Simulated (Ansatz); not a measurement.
Input file:

```yaml
crystal:
  periodic: [false, false, false]
  atoms:
    - {symbol: B, position_ang: [0.000000, 0.000000, 0.008418]}
    - {symbol: O, position_ang: [0.000000, 0.000000, -1.189543]}
    - {symbol: H, position_ang: [0.000000, 0.000000, 1.181125]}
basis:
  gaussian: {orbitals: 6-31G}
total_charge: 1
magnetization: {spin_polarized: true, initial_magnetization: 1}
hamiltonian: {xc: {name: r2SCAN}}
output: {forces: true}
```

```sh
$ ansatz run in.yaml --threads 1 --pin off --events-out ev --progress --plain --max-ram 2393MiB
```

Log:

```
233 factors; integrals over basis functions are off by at most 1.9e-4 eV
mean field evaluation 1: about -2696.4092 eV, gradient 7.6e1 eV
mean field evaluation 2: about -2510.4311 eV, gradient 1.5e2 eV
mean field evaluation 4: about -2722.4278 eV, gradient 1.6e1 eV
mean field evaluation 8: about -2724.1017 eV, gradient 2.4e-1 eV
mean field evaluation 16: about -2724.0956 eV, gradient 5.3e-5 eV
mean field evaluation 32: about -2722.6511 eV, gradient 6.9e0 eV
mean field -2724.09556185 eV, -100.1086654397 hartree, gradient 5.3e-5 eV, S^2 0.752316; 5 other end points of the search recorded, 0 dependent functions left out
the calculation of the forces begins
reference -2724.09556613 eV, -100.1086655970 hartree; 7, 6 occupied and 13, 14 virtual orbitals, 233 factors
Total energy: -2724.09556613 eV, -100.1086655970 hartree
Atom 0 at     0.000000     0.000000     0.008418 Å, force     0.000000     0.000000    10.296326 eV/Å
Atom 1 at     0.000000     0.000000    -1.189543 Å, force    -0.000000    -0.000000   -10.206070 eV/Å
Atom 2 at     0.000000     0.000000     1.181125 Å, force    -0.000000    -0.000000    -0.090255 eV/Å
Dipole moment:    -0.000000     0.000000     0.634884 e Å
```

Forces (eV/Å):
```
B     0.000   0.000  10.296
O     0.000   0.000 -10.206
H     0.000   0.000  -0.090
```

Ran on 1 thread of Arm Neoverse V2, shared host: 2.5 s wall, 0.15 GiB peak host memory.
